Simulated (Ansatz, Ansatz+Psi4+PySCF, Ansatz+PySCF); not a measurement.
```xyz
6

C     0.0000    0.0000    0.0000
H     1.0728   -0.0463    0.1593
H    -0.4438   -0.7195   -0.6810
N    -0.7751    0.9436    0.6429
H    -0.3740    1.6068    1.2691
H    -1.7602    0.9915    0.5011
```

Basis set: cc-pVTZ (spherical functions). Correlated methods keep 2 orbitals frozen. Correlation on ROHF uses semicanonical orbitals with singles. Charge 0, multiplicity 2.

Computed with Ansatz (development build ahead of 0.2.0); each method stands on the lowest determinant of its kind that the runs found.

**Question.** Give the atomization energy at this shape (free ground-state atoms in the same class of orbitals less the molecule, no zero-point energy) of doublet CH4N by ROHF-MP2, UHF-MP2.

**Answer.**

```
  method  atomization energy
ROHF-MP2       1951.9 kJ/mol
 UHF-MP2       1947.5 kJ/mol
```
